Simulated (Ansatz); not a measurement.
H3Si–C, doublet: reading a ladder of total energies

Geometry: displaced at random from a stationary point.

```xyz
5

Si    0.0000    0.0040    0.4994
C     0.0256   -0.0121   -1.4012
H     0.6803   -1.1692    1.0227
H     0.5777    1.2007    1.0525
H    -1.5634    0.0007    0.7065
```

Basis cc-pVDZ; Ansatz 0.2.0. Correlated methods freeze the noble-gas cores, which leaves 11 electrons in 41 orbitals. Prefix R: restricted or restricted open-shell reference; prefix U: unrestricted.

Full CI isn't at hand for all of this; UCCSDT(Q) serves as the reference, and is uncertain by about the last step of the cluster series.

Unrestricted rows (U) aren't spin-pure: their determinants' ⟨S²⟩ exceeds S(S+1) by up to 0.64, so they mix in states of higher spin.

Runs differ by some tens of microhartree through their thresholds and, for an open shell, their frozen cores, so steps under 0.03 kcal/mol mean nothing.

| level | total energy (hartree) |
| --- | --- |
| UHF | -328.370055 |
| UMP2 | -328.534283 |
| UCCSD | -328.582881 |
| UCCSD(T) | -328.588731 |
| UCCSDT | -328.589737 |
| UCCSDT(Q) | -328.590131 |

Question: What is the correlation energy at UCCSDT(Q), and what share of it do UMP2 and UCCSD(T) recover?

Answer: E(corr) = -328.590131 − (-328.370055) = -0.220076 hartree = -5.989 eV. UMP2: -0.164228 / -0.220076 = 74.62 %. UCCSD(T): -0.218676 / -0.220076 = 99.36 %.

Question: By how many kcal/mol does UCCSD(T) miss UCCSDT(Q) (1 hartree = 627.509 kcal/mol), and which steps make up the rest?

Answer: -328.588731 − (-328.590131) = 0.001400 hartree = 0.88 kcal/mol. Steps: UCCSDT − UCCSD(T) = -0.63, UCCSDT(Q) − UCCSDT = -0.25 kcal/mol. Differences between like states or geometries often cancel part of this.
